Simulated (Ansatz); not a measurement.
Redistribution: C3H8O + C2H2F2O → C2H5FO + C3H5FO

Species: C3H8O (methoxyethane) `CCOC`, singlet; C2H2F2O `FC1OC1F`, singlet; C2H5FO (methoxymethyl fluoride) `COCF`, singlet; C3H5FO `CC1OC1F`, singlet. The partners trade CH3 for F; both sit on C, so the bond types are kept.

Shapes, held fixed at every level: PBE0-D4/def2-TZVP. Flexible molecules stand in one conformer, not always the lowest. Programs: Ansatz 0.2.0. Electronic energies: no zero-point or thermal term.

| level | kind | ΔE (kJ/mol) | less CCSD(T)/CBS estimate | CPU time (sum over the molecules) |
| --- | --- | --- | --- | --- |
| PBE-D4/def2-TZVPP | GGA | -26.3 | +4.6 | 28 s |
| r2SCAN-D4/def2-TZVPP | meta-GGA | -27.7 | +3.2 | 45 s |
| B3LYP-D4/def2-TZVPP | global hybrid | -29.5 | +1.4 | 40 s |
| wB97M-V/def2-TZVPP | range-separated hybrid | -28.5 | +2.4 | 1.7 min |
| B2PLYP/def2-TZVPP | double hybrid | -30.4 | +0.5 | 51 s |
| MP2/def2-TZVPP | perturbation theory | -31.3 | -0.4 | – |
| CCSD(T)/CBS estimate | coupled cluster or CI | -30.9 | 0.0 | 21 min |

The highest level, CCSD(T)/CBS estimate, gives ΔE = -30.9 kJ/mol; the levels span -31.3 to -26.3. The column of differences is taken from that level and isn't an error. No measured value is set beside it here. The CBS estimate extrapolates MP2 from def2-TZVPP and def2-QZVPP and adds CCSD(T) − MP2 in the triple-zeta set, cores frozen. Times are processor times on shared x86 and Arm servers, and rough.
